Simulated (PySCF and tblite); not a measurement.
The numbers below are computed, except where a source is named.
Dynamics report: rotation

System: 2,3,5-trithiahexane, C3H8S3, numbered as in [CH3:1][S:2][CH2:3][S:4][S:5][CH3:6].

Motion: rotation about the S4–S5 bond (torsion C3–S4–S5–C6 from -89° to 88°, rising). Level: BP86/pcSseg-1 + D3(BJ) on GFN2-xTB stationary points, with GFN2-xTB thermal terms. Rate constants are transition-state-theory values, counting equivalent paths, without tunnelling. Run with tblite and PySCF.

```csv
point,symmetry,E(GFN2) kcal/mol,E(DFT) kcal/mol,ZPE change kcal/mol,lowest mode cm⁻¹,dipole D
start,C1,0.0,0.0,0.00,36,1.62
saddle,C1,8.9,10.3,-0.09,112i,1.84
end,C1,1.1,0.7,-0.14,23,1.45
```

```
Electronic barrier                                      : 10.3 kcal/mol
Barrier with zero-point energy                          : 10.2 kcal/mol
ΔH‡ (298 K)                                             : 9.6 kcal/mol
ΔS‡ (298 K, symmetry apart)                             : -4.4 cal/(mol K)
Paths                                                   : 1 equivalent path
End point                                               : a different minimum
Mean lifetime of the start against this motion at 298 K : 16 µs
Cost                                                    : 79 s on 1 thread of Arm Neoverse V2, on a host shared with other jobs (rough), peak memory 0.65 GiB, launched as `OMP_NUM_THREADS=1 python ens_run.py task.json out`
```

```csv
T/K,ΔG‡ kcal/mol,k s⁻¹,ΔG kcal/mol,k back s⁻¹
150,10.5,0.0018,0.5,0.0092
200,10.6,11,0.5,34
250,10.8,2050,0.4,4720
298,10.9,6.2×10⁴,0.4,1.2×10⁵
350,11.1,8.6×10⁵,0.3,1.4×10⁶
400,11.3,5.8×10⁶,0.3,8.7×10⁶
500,11.6,8.5×10⁷,0.3,1.1×10⁸
```

ΔG and ΔG‡ leave out symmetry numbers and mirror images; rates count paths: 1 out, 1 back.
